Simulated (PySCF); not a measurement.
Match the calculated data to a structure.

All candidates are C4H8O2.

| technique | computed result |
| --- | --- |
| 13C NMR | chemical shifts (computed TMS as zero) by class: 184.7 (1 C), 37.1 (1 C), 21.7 (2 C) ppm [GIAO B97-2/pcSseg-2] |
| UV, strongest line | among the 10 lowest singlet transitions: S7 at 8.60 eV (144 nm, f = 0.095) [TDDFT CAM-B3LYP/aug-cc-pVTZ] |
| Dipole | 1.75 D [CAM-B3LYP/aug-cc-pVTZ] |
| Rotational structure | rotational constants A, B, C: 5.017, 3.011, 2.316 GHz [PBE0-D3(BJ)/def2-TZVP] |
| NMR, other nuclei | isotropic shieldings of nuclei other than C and H, by class: -77 (1 O), 123 (1 O) ppm [GIAO B97-2/pcSseg-2] |
| Triplet | lowest triplet excitation (Tamm–Dancoff): 5.41 eV [TDA CAM-B3LYP/aug-cc-pVTZ] |
| Polarisability | 57.2 au [CAM-B3LYP/aug-cc-pVTZ] |

Electronic properties: PySCF, gas phase, density fitting. Levels stand in brackets. Isolated species at its PBE0-D3(BJ)/def2-TZVP geometry (one conformer only). Each NMR value is the plain mean over a class of atoms that symmetry, rotation or inversion makes alike.

Task: Which candidate is it?
A. `CC(C)C(=O)O` (isobutyric acid)
B. `C1COCCO1` (1,4-dioxane)
C. `CCCC(=O)O` (butyric acid)

Result: A. It is `CC(C)C(=O)O`. Numbering: `[CH3:1][CH:2]([CH3:3])[C:4](=[O:5])[OH:6]`. Its formula, C4H8O2, gives 1 degree of unsaturation: 0 rings and 1 π bond in the structure found. 4 carbons fall into 3 classes; from least to most shielded: carboxylic acid carbon [C4] (184.7 ppm), sp3 carbon next to a carbonyl [C2] (37.1 ppm), methyl carbon [C1/C3] (21.7 ppm, 2 C, up to 3.5 ppm apart in this geometry). The other shieldings belong to: -77 ppm, acid carbonyl oxygen [O5]; 123 ppm, acid hydroxyl oxygen [O6]. The optimised geometry has point group C1 and is an asymmetric top.

The others, at the same levels:
- `C1COCCO1` fails: it has 1 carbon class against 3; its computed 13C shifts are 71.7 (4 C) ppm, lowest triplet excitation (Tamm–Dancoff) is 6.31 eV (against 5.41 eV) and strongest line among the 10 lowest singlet transitions is S2 at 6.72 eV (184 nm, f = 0.074) (against S7 at 8.60 eV).
- `CCCC(=O)O` fails: it has 4 carbon classes against 3; its computed 13C shifts are 180.7 (1 C), 37.5 (1 C), 22.0 (1 C), 16.2 (1 C) ppm, rotational constant A is 9.112 GHz (against 5.017 GHz) and smallest rotational constant is 1.583 GHz (against 2.316 GHz).

Each candidate is one conformer, not necessarily the lowest. Dipoles, sizes and rotational constants follow the conformer. The torsions of the flexible species, by atom-mapped SMILES:
- `[CH3:1][CH:2]([CH3:3])[C:4](=[O:5])[OH:6]`: C1–C2–C4–O5 25°, H–O6–C4–C2 -177°
- `[CH3:1][CH2:2][CH2:3][C:4](=[O:5])[OH:6]`: C1–C2–C3–C4 179°, C2–C3–C4–O5 1°, H–O6–C4–C3 180°
